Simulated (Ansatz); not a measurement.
cyclo-(PH)4 (P4H4). The state is a singlet with charge 0. Geometry r2SCAN-D4/def2-SVP; atoms count from 1.

```tsv
atom	x (Å)	y (Å)	z (Å)
P1	0.3074	0.4200	1.5639
P2	1.6989	-0.0445	-0.1808
P3	0.0209	-1.5138	-0.6515
P4	-1.3329	0.1690	0.0248
H5	0.4207	1.8467	1.5089
H6	1.1728	0.9971	-1.0220
H7	-0.0409	-1.2700	-2.0615
H8	-2.2468	-0.6046	0.8182
```

Question: Estimate the Mulliken populations from the PBE0/def2-TZVP orbitals of Ansatz.

Answer: 
```csv
atom,charge (e)
P1,-0.08
P2,-0.09
P3,-0.08
P4,-0.09
H5,0.09
H6,0.09
H7,0.09
H8,0.08
```
Mulliken values depend strongly on the basis.

Question: And the Mayer bond orders between heavy atoms (over 0.3)?

Answer: P1–P2 1.04 (2.28 Å); P1–P4 1.04 (2.26 Å); P2–P3 1.04 (2.28 Å); P3–P4 1.04 (2.26 Å).
